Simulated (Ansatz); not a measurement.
**Cadmium, hcp: convergence with the k-point mesh**

Computed with Ansatz, r²SCAN, scalar-relativistic PAW, on the relaxed cell (a = 2.951 Å, c = 5.884 Å (c/a = 1.994); spin not included). Errors count from a run at 500 eV on a Γ-centred 20×20×9 mesh with Fermi-Dirac smearing of 0.1 eV, extrapolated to zero width. Fixed here: cutoff 500 eV, Fermi-Dirac width 0.1 eV. The SCF starts from atomic densities corrected by a trained network.

```csv
k-mesh,E(σ→0) error (meV/atom),P (GPa),SCF iterations
2×2×1,923.9,4.11,7
3×3×2,189.4,2.25,8
4×4×2,-100.1,-1.82,7
6×6×3,8.1,0.12,7
8×8×4,28.8,0.43,7
10×10×5,4.5,0.13,7
13×13×6,1.7,0.14,7
```

Q: What does the run at 18×18×8 give (k-mesh)?

A: E(σ→0) error (meV/atom): -0.2; P (GPa): 0.06; SCF iterations: 7.

Within 5 meV/atom of the last row: from 10×10×5 on.
